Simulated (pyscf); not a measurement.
One hydrogen abstraction on the doublet surface with elements of a group swapped. CCSD(T)/def2-TZVPP + ΔMP2(QZVPP), kcal/mol, from the separated reactants. Optimised with ωB97X-D3(BJ)/def2-SVP in PySCF. MP2 and CC: frozen core, UHF for open shells. ΔMP2 is the change of the MP2 total energy from the triple- to the quadruple-zeta basis.

| step | barrier | reaction energy | imaginary mode (i cm⁻¹) |
|---|---|---|---|
| `[CH2][F]` [doublet] + `[ClH]` -> `[CH3][F]` + `[Cl]` [doublet] | 3.8 | -2.0 | 1027 |
| `[CH2][Br]` [doublet] + `[ClH]` → `[CH3][Br]` + `[Cl]` [doublet] | 4.1 | -1.6 | 1230 |
| `[CH2][Cl]` [doublet] + `[ClH]` → `[CH3][Cl]` + `[Cl]` [doublet] | ? | ? | 1191 |

**Question.** Some entries are withheld; supply them.

**Answer.** 
- `[CH2][Cl]` [doublet] + `[ClH]` → `[CH3][Cl]` + `[Cl]` [doublet], barrier: 5.0
- `[CH2][Cl]` [doublet] + `[ClH]` → `[CH3][Cl]` + `[Cl]` [doublet], reaction energy: -0.4

Each row is the saddle that its search found. The CCSD(T) − MP2 part came from Ansatz, without density fitting, on the same reference. The frozen core leaves the outer d or s,p core shells of the metals and heavy elements correlated in the MP2 and CC values, and def2-TZVPP describes them poorly, which can shift differences by a few kcal/mol. Left out: the spin-orbit lowering of Cl. Elements up to Kr have no core potential and no relativistic terms here.
